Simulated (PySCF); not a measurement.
Property card for `[CH]1CC1` [radical]

Species: C₃H₅ (doublet state).
Atom-mapped SMILES: `[CH:1]1[CH2:2][CH2:3]1` (hydrogens: H4 on C1; H5, H6 on C2; H7, H8 on C3)

GFN2-xTB geometry:

- Point group of the GFN2-xTB geometry: Cs
- Rotational constants A, B, C of the GFN2-xTB geometry: 24.033, 21.029, 13.357 GHz

From UKS B3LYP, pcH-1 on C H, non-relativistic, mean-field spin-orbit, GIAO (PySCF):

- Isotropic g value: 2.00271
- Principal g values: 2.00218, 2.00285, 2.00310
- Spin squared ⟨S²⟩: 0.753
- Largest Mulliken spin population: 0.98 on C1
- Largest isotropic hyperfine couplings (means over sets of like nuclei): 13C +286.7 (C1), 1H +70.2 (H5/H6/H7/H8), 13C -19.7 (C2/C3), 1H -10.6 (H4) MHz

Monoisotopic mass (most abundant isotopes): 41.0391 u.

g_iso is shifted by about +390 ppm from the free-electron value 2.002319; the principal values span 0.0009. The rotational constants make it an asymmetric top with κ = (2B − A − C)/(A − C) = 0.44, nearer the oblate limit (+1). At 9.50 GHz, hν = g·μB·B₀ (B₀ the magnetic field) puts the centre of the isotropic spectrum, to first order, at 338.9 mT. ⟨S²⟩ is 0.003 above the pure-spin value S(S + 1) = 0.75. With B = h/(8π²I), that is 505.379 GHz u Å² over I, the principal moments of inertia are 21.0, 24.0 and 37.8 u Å² (most abundant isotopes); the inertial defect Ic − Ia − Ib is -7.2 u Å² (zero for a rigid planar frame, negative otherwise).

Geometry: GFN2-xTB; no solvent or vibrations. Hyperfine couplings depend on the geometry, which wasn't re-optimised at a DFT level. Couplings of like nuclei are plain means over topologically equivalent atoms, as if these changed places fast (by rotation of a methyl-like group, say); in this geometry the members of some sets differ.
